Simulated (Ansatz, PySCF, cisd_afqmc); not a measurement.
Species: C$_{2}$H$_{5}$Cl, charge 0, singlet. C2H5Cl (SMILES CCCl).
B3LYP-D3(BJ)/def2-TZVP minimum from Ansatz (an electronic-structure program):
```
C
H 1 1.0874
H 1 1.0874 2 109.04
C 1 1.5122 2 112.08 3 -124.70
H 4 1.0899 1 111.03 2 -58.14
H 4 1.0899 5 108.44 1 122.25
H 4 1.0932 5 108.41 6 117.50
Cl 1 1.8106 2 105.94 3 113.62
```

Atomisation energy term by term, kcal/mol (programs: Ansatz, cisd_afqmc). Open shells are spin-unrestricted; no spin-orbit coupling. Correlated methods leave the cores frozen. Rows without X2C or -DK are non-relativistic. AFQMC/CISD: phaseless, guided by CISD from CCSD amplitudes; bars are statistical, one sigma. Outlying blocks are dropped, and bars are widened where a walk drifts. Over all cases where full CI ran beside it in this data, AFQMC minus full CI had a median of +0.1 mEh and passed +0.4 mEh in a tenth of the cases. CBS(X,Y): correlation extrapolated as X^-3, Hartree-Fock from the larger set. A bracket is a step between two methods taken in the basis named. '+ core + X2C': CCSD(T) terms for core correlation (cc-pwCVTZ, 1s frozen past Ne) and scalar relativity (cc-pVTZ-DK). For partners of very few electrons the exact lower level stands in for a higher one.

```tsv
term	basis	kcal/mol
Hartree-Fock	cc-pV(Q+d)Z	522.87
CCSD correlation	CBS(cc-pV(T+d)Z,cc-pV(Q+d)Z)	159.06
(T)	CBS(cc-pV(T+d)Z,cc-pV(Q+d)Z)	9.41
CCSDT(Q) - CCSD(T)	cc-pV(D+d)Z	0.32
core correlation	cc-pwCVTZ	2.41
scalar relativity	X2C, cc-pVTZ-DK	-0.58
minus zero-point energy	Hessian by PySCF at B3LYP-D3(BJ)/def2-TZVP	-41.67
sum: D0		651.8
```

The step beyond CCSD(T) by other levels: AFQMC/CISD in cc-pV(D+d)Z 0.52 ± 0.28 kcal/mol.
